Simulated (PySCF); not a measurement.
An unknown is described by computed data only.

Formula: C2H6O2S.

| Item | Value |
| --- | --- |
| 1H NMR | chemical shifts (computed TMS as zero) by class: 2.57 (6 H) ppm [GIAO PBE0/pcSseg-1] |
| NMR, other nuclei | isotropic shieldings of nuclei other than C and H, by class: 112 (2 O), 213 (1 S) ppm [GIAO PBE0/pcSseg-1] |
| 13C NMR | chemical shifts (computed TMS as zero) by class: 47.9 (2 C) ppm [GIAO PBE0/pcSseg-1] |
| Dipole | 4.65 D [PBE0/pcSseg-1] |
| Rotational structure | rotational constants A, B, C: 4.550, 4.262, 4.005 GHz [GFN2-xTB] |

The electronic properties come from PySCF, for the isolated species, density fitting. Levels stand in brackets. Isolated species at its GFN2-xTB geometry, gas phase. NMR values are class means; diastereotopic atoms form classes of their own.

Problem. Give a SMILES that accounts for the data.

Solution. Numbering: `[CH3:1][S:2]([CH3:3])(=[O:4])=[O:5]`. 2 carbons fall into 1 class: S-methyl carbon [C1/C3] (47.9 ppm, 2 C). All hydrogens form one class (2.57 ppm): methyl hydrogen. The other shieldings belong to: 112 ppm, sulfonyl oxygen [O4/O5]; 213 ppm, sulfonyl sulfur [S2]. The optimised geometry has point group C2v and is an asymmetric top. Structure: `CS(C)(=O)=O`. The assignments are read from this structure; whether some other isomer fits the data as well wasn't checked.
